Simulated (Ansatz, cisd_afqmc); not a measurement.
System: HOCl, charge 0, singlet. HOCl (SMILES OCl).
B3LYP-D3(BJ)/def2-TZVP minimum from Ansatz (a program for electronic structure):
```xyz
3

O      0.0220     1.1044    -0.0012
H     -0.9233     1.3146     0.0160
Cl     0.0439    -0.5970    -0.0004
```

Total energies in cc-pV(D+d)Z, 14 correlated electrons, 6 frozen orbitals. Radicals and triplets start from unrestricted determinants; spin-orbit coupling is neglected. Correlated methods leave the cores frozen. No relativity. AFQMC/CISD: phaseless, guided by CISD from CCSD amplitudes; bars are statistical, one sigma. Outlying blocks are dropped, and bars are widened where a walk drifts. Over all cases where full CI ran beside it in this data, AFQMC minus full CI had a median of +0.1 mEh and passed +0.4 mEh in a tenth of the cases.

```csv
method,program,energy (Eh),minus CCSDTQ (mEh)
HF,Ansatz,-534.87542,362.24
MP2,Ansatz,-535.20736,30.31
CCSD,Ansatz,-535.22789,9.78
CCSD(T),Ansatz,-535.23623,1.44
CCSDT(Q),Ansatz,-535.23775,-0.08
CCSDTQ,Ansatz,-535.23767,0.00
AFQMC/CISD,cisd_afqmc,-535.2377 ± 0.0002,0.0 ± 0.2
```

Rough core times of Ansatz's runs on a shared machine: CCSD(T) under 20 s, CCSDT(Q) 30 s, CCSDTQ 20 min.
